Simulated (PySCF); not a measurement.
Gas-phase reaction: CH3SiH3 + 2 C3H3 (propargyl) → CH3SiH + 2 C3H4 (propyne)

Energies from PySCF (xtb for GFN2), thermal terms from the rigid-rotor harmonic-oscillator model, ideal gas at 1 bar. † marks an energy on the PBE0/def2-TZVP geometry and frequencies; other levels use their own. CCSD(T) freezes the core. 6-31G* has spherical d functions here. Open shells (unrestricted): C3H3 (propargyl) (multiplicity 2); the rest are closed-shell singlets. GFN2 has no spin-polarisation term. B3LYP is the form with VWN-RPA correlation. CH3SiH: computed as isolated molecules; such fragments, hydroxides, amides, oligomers or adducts are transient or little studied in the gas. CCSD(T) isn't extrapolated to the basis-set limit; its ΔH°(298 K) is -96.7 kJ in def2-SVP and -95.2 kJ in def2-TZVPP. The harmonic model lacks anharmonicity and excited electronic states, which grow with temperature; levels with a mode under 35 cm⁻¹ are left out. Internal rotation in CH3SiH3, CH3SiH is treated as a harmonic vibration of one conformer, which makes the entropy rough. Warning, large T1 diagnostic: C3H3 (propargyl) (CCSD(T)/def2-SVP†). Warning, spin contamination: C3H3 (propargyl) (CCSD(T)/def2-SVP†, HF/6-31G*).

| level | ΔE electronic, kJ | ΔH°(298 K), kJ | ΔS°(298 K), J/K | ΔG°(1600 K), kJ |
|---|---|---|---|---|
| B3LYP/6-31G* | -92 | -67 | -11 | -30 |
| CCSD(T)/def2-SVP† | -122 | -97 | -8 | -64 |
| GFN2-xTB | -187 | -160 | -15 | -112 |
| HF/6-31G* | -4 | 32 | -17 | 87 |
| PBE/def2-SVP | -88 | -65 | -7 | -36 |
| PBE/def2-TZVP† | -88 | -63 | -8 | -30 |
| PBE0/def2-SVP† | -88 | -63 | -8 | -30 |
| PBE0/def2-TZVP | -85 | -60 | -8 | -27 |
| LDA/def2-TZVP† | -118 | -93 | -8 | -60 |
| ωB97X-V/def2-TZVP† | -102 | -77 | -8 | -45 |
ΔH° is lowest at GFN2-xTB and highest at HF/6-31G*. No reference value is set beside these.
